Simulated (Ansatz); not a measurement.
Relaxed structures of CH6MgSi, closed shell (PBE0-D4/def2-TZVP; forces vanish, vibrations not checked; lower isomers may exist, and structures with a doubtful reference or unclear bonds are left out; Å). Ansatz 0.2.0; basis: def2-TZVPP; cores frozen in the correlated methods. The outer core shell of Li, Na, Mg and K is correlated. The def2 sets are not built for correlating such inner shells, so the correlated values are less sure here.

(1) Rank them by CCSD(T) energy, lowest first, and give each one's height above the lowest. Links in brackets join atoms within 1.22 times the sum of their covalent radii (1.1 for two metals). (To be estimated.)
A.
a complex of CH₄MgSi ([CH2][SiH][MgH]) + H₂
```
9
angstrom
C -0.2867 0.7857 -1.3272
Si 0.5792 0.8278 0.1631
Mg 0.6516 -1.2394 1.6532
H -0.8208 -0.0979 -1.6644
H -0.3564 1.6294 -2.0076
H -0.2182 -2.2300 -0.4306
H 1.2271 2.1490 0.4245
H -0.2901 -2.8327 0.0159
H 0.7366 -2.5465 2.7387
```
B.
CH₆MgSi ([CH3][SiH2][MgH])
```
9
angstrom
C -0.6715 0.9191 -0.9001
Si 0.5672 -0.3746 -0.2845
Mg 0.3184 -1.1114 2.1841
H -1.6967 0.5516 -0.8143
H -0.4867 1.1647 -1.9482
H -0.5970 1.8406 -0.3183
H 1.9421 0.1682 -0.5351
H 0.4686 -1.5586 -1.1990
H 0.1556 -1.5996 3.8154
```
C.
a complex of MgSiH₂ ([Mg][SiH2]) + CH₄
```
9
angstrom
C -1.1452 1.5105 -0.9660
Si 2.1252 -1.6746 0.1331
Mg 0.1567 -0.6845 1.3386
H -1.9562 0.8131 -0.7495
H -1.4536 2.1683 -1.7789
H -0.9296 2.1166 -0.0844
H 2.1874 -0.1391 -0.0725
H 0.9239 -1.7088 -0.8464
H -0.2523 0.9610 -1.2678
```
D.
CH₆MgSi ([MgH][CH2][SiH3])
```
9
angstrom
C -0.0886 0.4227 0.6524
Si 1.0808 -0.3171 -0.5720
Mg -2.0730 0.4210 0.0076
H -3.7028 0.4373 -0.4863
H 1.0107 0.4192 -1.8707
H 0.2064 1.4575 0.8653
H 2.5180 -0.3357 -0.1663
H 0.6991 -1.7314 -0.8681
H -0.0287 -0.1283 1.5989
```

The T1 diagnostic stays at or below 0.015. The restricted Hartree–Fock reference is unstable towards an unrestricted one at one or more of these structures. A large double-excitation amplitude points to some diradical character; no triplet was computed.

## Answers

(1) By the calculation: B (0.00 kcal/mol), D (2.09 kcal/mol), C (26.81 kcal/mol), A (46.21 kcal/mol). Heights count from the lowest.

For scale, one of the runs: CCSD(T)/def2-TZVPP, 189 basis functions, launched by `ansatz run in.yaml --threads 2 --pin off --events-out ev --progress --plain --max-ram 4352MiB`. The run took 64 s on 2 CPU threads of an Arm Neoverse V1 (shared host), with 2.1 GiB of host memory at its peak.
